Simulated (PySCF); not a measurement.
Species: C₅H₇F.
Geometry (PBE0-D3(BJ)/def2-SVP, Å), atoms numbered from 1 in this order:
```
atom  x, y, z in Å
C1    -2.3015    0.2211    0.4128
C2    -0.9592    0.4865   -0.1762
C3     0.1656   -0.1874    0.1159
C4     1.4619    0.0942   -0.4686
C5     2.5691   -0.5888   -0.1630
F6     3.7466   -0.3114   -0.7137
H7    -3.0509    0.0207   -0.3716
H8    -2.2843   -0.6401    1.0971
H9    -2.6704    1.0959    0.9757
H10   -0.8964    1.3039   -0.9064
H11    0.1166   -1.0076    0.8438
H12    1.5451    0.9058   -1.1987
H13    2.6165   -1.4190    0.5494
```

The closed-shell ground state was solved at several levels (PySCF, density fitting, gas phase, non-relativistic).

```csv
level,basis functions,HOMO (eV),LUMO (eV),gap (eV),dipole (D)
"PBE0/6-311+G(2d,p)",204,-6.39,-0.61,5.78,1.77
B3LYP/def2-SVPD,179,-6.24,-0.85,5.39,1.79
PBE0/6-31G,68,-6.17,-0.30,5.87,1.97
PBE0/cc-pVTZ,278,-6.33,-0.52,5.81,1.61
LDA/def2-SVPD,179,-5.58,-1.78,3.80,1.74
LC-wPBE/def2-SVPD,179,-8.95,1.57,10.52,1.83
BLYP/pcSseg-1,137,-5.17,-1.32,3.85,1.53
BHandHLYP/pcSseg-1,137,-7.27,0.51,7.78,1.90
```

Q: Estimate the row for PBE0/6-31+G*, a basis of 122 functions; the other rows only guide the guess.

A: HOMO -6.35 eV, LUMO -0.55 eV, gap 5.80 eV, dipole 1.83 D.

Q: Over all these levels, which gives the widest orbital gap and which the narrowest?

A: LC-wPBE/def2-SVPD (range-separated hybrid) has the widest, 10.52 eV, and LDA/def2-SVPD (LDA) the narrowest, 3.80 eV. The two share the basis. From the narrowest to the widest the HOMO moves by -3.37 eV and the LUMO by +3.35 eV.

Q: How much does the basis alone move the frontier levels among the 4 PBE0 rows (the withheld one included)?

A: The HOMO by 0.22 eV and the LUMO by 0.31 eV. By rising basis size (HOMO, LUMO in eV): 6-31G -6.17, -0.30; 6-31+G* -6.35, -0.55; 6-311+G(2d,p) -6.39, -0.61; cc-pVTZ -6.33, -0.52.

Q: How far do the dipole and the HOMO energy spread over the levels?

A: The dipole runs from 1.53 to 1.97 D (mean 1.77 D) and the HOMO from -8.95 to -5.17 eV.

One conformer stands for the species.
